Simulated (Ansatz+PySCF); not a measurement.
**doublet OF: levels of theory in one basis**

```xyz
2

O     0.0000    0.0000   -0.6745
F     0.0000    0.0000    0.6745
```

Basis set: cc-pVTZ (spherical functions). Left uncorrelated: 2 orbitals. Correlation on ROHF uses semicanonical orbitals with singles. Charge 0, multiplicity 2.

Computed with Ansatz (development build ahead of 0.2.0) and PySCF 2.14.0; each method stands on the lowest determinant of its kind that the runs found.

```json
{"method": "ROHF", "E − E(ROHF) (eV)": "0.00", "<S²> of the determinant": "0.75"}
{"method": "UHF", "E − E(ROHF) (eV)": "-0.17", "<S²> of the determinant": "0.77"}
{"method": "ROHF-MP2", "E − E(ROHF) (eV)": "-12.37", "<S²> of the determinant": "–"}
{"method": "UHF-MP2", "E − E(ROHF) (eV)": "-12.33", "<S²> of the determinant": "0.77"}
{"method": "ROHF-CCSD(T)", "E − E(ROHF) (eV)": "-13.16", "<S²> of the determinant": "–"}
{"method": "UHF-CCSD(T)", "E − E(ROHF) (eV)": "-13.16", "<S²> of the determinant": "0.77"}
```

Question: What does UHF-CCSD give on the same scale?

Answer: -12.72 eV.
